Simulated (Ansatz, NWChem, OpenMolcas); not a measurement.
SiH4 (silane): the energy, rung by rung

The species is SiH4 (5 atoms), meant as a singlet with charge 0. As SMILES, `[SiH4]`. The coordinates come from a PBE0-D4/def2-TZVP relaxation.

```jsonl
{"atom": "Si", "x (Å)": "0.0000", "y (Å)": "0.0000", "z (Å)": "-0.0001"}
{"atom": "H", "x (Å)": "0.9676", "y (Å)": "-0.6884", "z (Å)": "0.8909"}
{"atom": "H", "x (Å)": "-1.3310", "y (Å)": "0.0449", "z (Å)": "0.6560"}
{"atom": "H", "x (Å)": "-0.1051", "y (Å)": "-0.7403", "z (Å)": "-1.2826"}
{"atom": "H", "x (Å)": "0.4685", "y (Å)": "1.3838", "z (Å)": "-0.2642"}
```

Quantity: the energy change with the Si1–H5 bond stretched from 1.485 to 2.672 Å, in eV. The values are calculated.

```tsv
level	kind	program	value (eV)
HF/cc-pVTZ (restricted)	Hartree–Fock	NWChem	3.76
BLYP/cc-pVTZ (restricted)	GGA	Ansatz	2.99
r2SCAN/cc-pVTZ (restricted)	meta-GGA	Ansatz	3.24
BHLYP/cc-pVTZ (restricted)	global hybrid	NWChem	3.55
CAM-B3LYP/cc-pVTZ (restricted)	range-separated hybrid	Ansatz	3.43
RPA@PBE0/cc-pVTZ (restricted)	RPA	Ansatz	3.33
CASPT2(8,8)/cc-pVTZ	multireference	OpenMolcas	3.01
MC-PDFT[tPBE](8,8)/cc-pVTZ	multireference	OpenMolcas	2.98
CR-CCSD(T)/cc-pVTZ (restricted)	coupled cluster or CI	NWChem	3.13
```

Spin-restricted single references rise too steeply as a bond breaks, Hartree–Fock most of all. The first shape isn't each level's own minimum. The values span 2.98 to 3.76 eV.
